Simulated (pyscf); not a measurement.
## Four-centre exchange: H₃Si–SeH (SMILES [SiH3][SeH]) + HCl (SMILES Cl) → Cl–SiH₂–SeH (SMILES Cl[SiH2][SeH]) + H₂ (SMILES [H][H])

Gas phase, singlet surface, charge 0. Bonds broken: Si2–H4, Cl7–H8. Bonds formed: Si2–Cl7, H4–H8. Structures and frequencies: ωB97X-D3(BJ)/def2-SVP in PySCF.

Transition state (Å):

```xyz
8

Se     0.6777     1.8436     0.4220
Si     0.0576    -0.3483     0.1305
H      0.9898     1.6945     1.8478
H     -1.2950     0.0074     1.1154
H     -0.0460    -0.3353    -1.3408
H      1.0072    -1.1332     0.9383
Cl    -1.3870    -2.3428     0.0565
H     -1.5354    -0.8319     0.8713
```

One imaginary mode, 881i cm⁻¹; descent along it reached the two sides named.

| bond | change | reactant side (Å) | saddle | product side |
|---|---|---|---|---|
| Si2–H4 | breaks | 1.489 | 1.711 | 4.6 |
| Cl7–H8 | breaks | 1.284 | 1.723 | 3.0 |
| Si2–Cl7 | forms | 3.4 | 2.464 | 2.068 |
| H4–H8 | forms | 3.0 | 0.907 | 0.761 |

Electronic energies relative to the separated reactants (eV):

| level | barrier | reaction energy | reverse barrier |
|---|---|---|---|
| ωB97X-D3(BJ)/def2-TZVP | 1.43 | -0.90 | 2.33 |
| PBE/def2-TZVP | 1.15 | -0.80 | 1.95 |
| r²SCAN/def2-TZVP | 1.23 | -0.87 | 2.10 |
| B3LYP-D3(BJ)/def2-TZVP | 1.38 | -0.83 | 2.21 |
| PBE0-D3(BJ)/def2-TZVP | 1.26 | -0.81 | 2.07 |
| M06-2X/def2-TZVP | 1.41 | -0.89 | 2.30 |
| ωB97M-D3(BJ)/def2-TZVP | 1.47 | -0.80 | 2.27 |
| HF/def2-TZVP | 2.25 | -0.65 | 2.90 |

With ωB97M-D3(BJ)/def2-TZVP energies and thermal terms (ideal gas, 1 atm, RRHO with modes under 100 cm⁻¹ raised to 100, one conformer, R ln 2 for chiral ones without a mode under 150 cm⁻¹), in eV:

```json
[
 {"T (K)": "298", "ΔH‡": "1.46", "ΔG‡": "1.89", "ΔH": "-0.85", "ΔG": "-0.77"},
 {"T (K)": "600", "ΔH‡": "1.45", "ΔG‡": "2.34", "ΔH": "-0.82", "ΔG": "-0.71"},
 {"T (K)": "900", "ΔH‡": "1.47", "ΔG‡": "2.78", "ΔH": "-0.80", "ΔG": "-0.66"},
 {"T (K)": "1200", "ΔH‡": "1.48", "ΔG‡": "3.22", "ΔH": "-0.79", "ΔG": "-0.62"}
]
```

This is the saddle that the search found; another between the same sides may lie lower. Elements up to Kr have no core potential and no relativistic terms here.
